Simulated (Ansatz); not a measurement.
For solid chlorine, r²SCAN (PAW; Ansatz, a first-principles code) gives:

| Item | Result |
|---|---|
| equilibrium volume per atom | 27.94 Å³/atom |
| band gap at the measured cell (atoms relaxed with PBEsol) | 2.86 eV |

What does HSE06 in Ansatz (plane waves, PAW) give for the same quantities?


- equilibrium volume per atom: 36.58 Å³/atom (goes up by 31 %)
- band gap at the measured cell (atoms relaxed with PBEsol): 4.12 eV (goes up by 1.26 eV)

Changes are worked out from the printed values.

Unless a cell is named, each level is at its own relaxed cell (r²SCAN 27.94, HSE06 36.58 Å³/atom).

Density-functional gaps are differences of (generalised) Kohn–Sham levels.

Caveats: the cell comes from a level without a dispersion term, which matters for the spacing of layers, chains or molecules (r²SCAN, HSE06). Ansatz's density-functional and Hartree–Fock values are scalar-relativistic unless marked +SOC, with PAW data made under PBE.
